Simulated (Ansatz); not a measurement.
Born–Oppenheimer molecular dynamics of CH₅B (7 atoms, charge 0, multiplicity 1). It starts from a relaxed structure.

Method: RKS PBE-D4/cc-pVDZ in Ansatz 0.2.0.

```yaml
ensemble: NVT, Langevin thermostat
time_step: 0.5 fs
steps_asked: 166
set_temperature: 300 K
friction: 0.005 /fs
temperature_schedule: 41 steps to 300 K, then 125 steps to 900 K
seed: 379021
```

Frames 5 fs apart, positions in Å, forces in eV/Å.

Velocities at 10 fs (Å/ps):

```
B 1.19 -2.74 -1.68
H -0.96 2.69 -2.85
C -1.61 0.63 -0.37
H 11.28 3.62 18.61
H -7.31 25.90 -15.29
H -0.91 -4.35 -4.39
H -4.49 -14.93 11.24
```

```xyz
7
Properties=species:S:1:pos:R:3:forces:R:3 time_fs=10 energy_less_start_eV=0.140 T=117
B 0.028 -0.041 -0.009 -0.21 0.82 -1.24
H 0.142 0.029 1.155 -0.36 -0.28 1.23
C 1.344 0.098 -0.793 0.61 -0.04 0.37
H 1.626 -0.963 -0.971 0.28 -0.41 0.23
H 1.297 0.457 -1.818 -0.14 0.53 -0.61
H 2.173 0.582 -0.213 -0.20 -0.31 -0.34
H -1.028 -0.058 -0.630 0.02 -0.32 0.36
7
Properties=species:S:1:pos:R:3:forces:R:3 time_fs=15 energy_less_start_eV=0.099 T=147
B 0.030 -0.045 -0.023 -0.15 0.48 1.19
H 0.105 0.005 1.229 -0.23 -0.24 -0.65
C 1.342 0.105 -0.800 0.16 0.02 -1.48
H 1.677 -0.979 -0.870 -0.17 0.35 -0.34
H 1.257 0.570 -1.853 0.19 -0.82 1.08
H 2.168 0.565 -0.250 0.29 0.35 0.25
H -1.050 -0.168 -0.558 -0.07 -0.14 -0.05
7
Properties=species:S:1:pos:R:3:forces:R:3 time_fs=20 energy_less_start_eV=0.095 T=117
B 0.027 -0.044 -0.015 -0.05 -0.14 0.73
H 0.036 -0.056 1.213 0.10 0.04 -0.13
C 1.342 0.110 -0.819 0.56 0.30 1.85
H 1.670 -0.955 -0.843 0.02 -0.25 -0.48
H 1.246 0.560 -1.784 -0.01 0.10 -1.42
H 2.192 0.602 -0.263 -0.54 -0.13 -0.20
H -1.053 -0.300 -0.498 -0.08 0.09 -0.35
7
Properties=species:S:1:pos:R:3:forces:R:3 time_fs=25 energy_less_start_eV=0.094 T=139
B 0.023 -0.049 0.005 -0.18 -0.65 -0.98
H 0.009 -0.097 1.186 0.21 0.23 0.95
C 1.346 0.123 -0.816 -0.87 0.03 -1.08
H 1.651 -0.960 -0.928 -0.02 0.25 0.00
H 1.265 0.535 -1.882 -0.02 -0.46 1.01
H 2.145 0.625 -0.281 0.63 0.31 0.32
H -1.048 -0.405 -0.487 0.25 0.30 -0.22
7
Properties=species:S:1:pos:R:3:forces:R:3 time_fs=30 energy_less_start_eV=0.165 T=89
B 0.021 -0.069 0.011 0.67 -0.43 1.04
H 0.040 -0.115 1.308 0.07 0.26 -1.43
C 1.338 0.149 -0.827 0.08 -0.71 1.34
H 1.635 -0.935 -1.028 0.02 0.34 0.58
H 1.279 0.460 -1.857 -0.33 0.80 -0.91
H 2.163 0.663 -0.266 -0.22 -0.35 -0.43
H -1.004 -0.433 -0.510 -0.29 0.10 -0.20
7
Properties=species:S:1:pos:R:3:forces:R:3 time_fs=35 energy_less_start_eV=0.089 T=191
B 0.033 -0.093 0.032 0.25 -0.08 -1.50
H 0.058 -0.110 1.211 0.06 0.08 0.91
C 1.318 0.174 -0.830 -0.58 0.10 -1.06
H 1.652 -0.870 -1.031 0.08 -0.44 0.16
H 1.226 0.542 -1.914 -0.19 -0.09 1.19
H 2.160 0.648 -0.327 0.44 0.36 0.22
H -0.984 -0.438 -0.545 -0.07 0.07 0.08
7
Properties=species:S:1:pos:R:3:forces:R:3 time_fs=40 energy_less_start_eV=0.081 T=162
B 0.044 -0.114 0.031 0.08 0.13 -0.09
H 0.061 -0.110 1.253 0.04 -0.07 -0.14
C 1.289 0.198 -0.843 1.12 -1.17 1.24
H 1.694 -0.874 -0.994 -0.55 0.62 -0.20
H 1.124 0.636 -1.811 -0.23 0.21 -1.09
H 2.193 0.649 -0.377 -0.32 0.28 0.15
H -0.969 -0.440 -0.560 -0.14 -0.01 0.11
7
Properties=species:S:1:pos:R:3:forces:R:3 time_fs=45 energy_less_start_eV=0.114 T=137
B 0.055 -0.121 0.026 -0.48 -0.06 1.26
H 0.097 -0.139 1.293 -0.03 -0.03 -0.96
C 1.272 0.209 -0.842 -0.04 1.32 -0.60
H 1.656 -0.804 -1.001 0.15 -0.86 -0.65
H 0.988 0.713 -1.823 0.45 -0.73 0.61
H 2.148 0.704 -0.389 -0.07 0.33 0.20
H -0.978 -0.460 -0.535 0.02 0.03 0.15
7
Properties=species:S:1:pos:R:3:forces:R:3 time_fs=50 energy_less_start_eV=0.110 T=184
B 0.063 -0.134 0.044 -0.55 -0.20 -0.70
H 0.131 -0.201 1.202 0.13 -0.03 1.47
C 1.252 0.231 -0.844 0.12 -0.46 0.22
H 1.599 -0.832 -1.084 0.10 0.67 0.02
H 0.894 0.667 -1.774 0.13 0.24 -0.79
H 2.052 0.827 -0.373 0.23 -0.18 -0.09
H -0.984 -0.474 -0.463 -0.15 -0.03 -0.12
7
Properties=species:S:1:pos:R:3:forces:R:3 time_fs=55 energy_less_start_eV=0.112 T=195
B 0.059 -0.164 0.049 -0.05 -0.48 1.43
H 0.183 -0.306 1.306 -0.06 0.25 -0.95
C 1.236 0.244 -0.854 -1.16 0.40 -0.74
H 1.596 -0.758 -1.162 0.57 -0.29 0.12
H 0.845 0.641 -1.831 0.40 0.17 0.38
H 1.985 0.879 -0.375 0.58 -0.01 -0.10
H -0.996 -0.504 -0.427 -0.28 -0.04 -0.13
7
Properties=species:S:1:pos:R:3:forces:R:3 time_fs=60 energy_less_start_eV=0.032 T=290
B 0.048 -0.202 0.070 0.19 -0.40 -0.49
H 0.235 -0.387 1.256 -0.07 0.12 0.09
C 1.206 0.258 -0.879 0.36 -0.32 -0.05
H 1.717 -0.708 -1.219 -0.34 0.44 0.39
H 0.858 0.687 -1.838 0.00 0.20 -0.02
H 2.021 0.879 -0.428 -0.28 -0.20 -0.14
H -1.023 -0.535 -0.435 0.13 0.15 0.22
7
Properties=species:S:1:pos:R:3:forces:R:3 time_fs=65 energy_less_start_eV=0.105 T=191
B 0.029 -0.251 0.082 1.06 0.06 -1.17
H 0.249 -0.473 1.237 0.02 0.03 0.48
C 1.180 0.267 -0.897 0.06 0.31 0.47
H 1.807 -0.599 -1.211 -0.35 -0.51 -0.17
H 0.843 0.771 -1.825 -0.10 -0.17 -0.04
H 2.015 0.875 -0.479 -0.38 0.23 0.37
H -1.025 -0.565 -0.415 -0.31 0.06 0.06
```

Of the whole run (83 fs, mean temperature of the second half 208 K): The schedule's set-point averaged 701 K over the second half and the system 208 K, so it lags behind the ramp. A run of 0.083 ps of so small a system gives no equilibrium averages.

The run took 75 s on 1 thread of Intel(R) Xeon(R) 6975P-C (Granite Rapids) (shared host), peak memory 0.11 GiB.
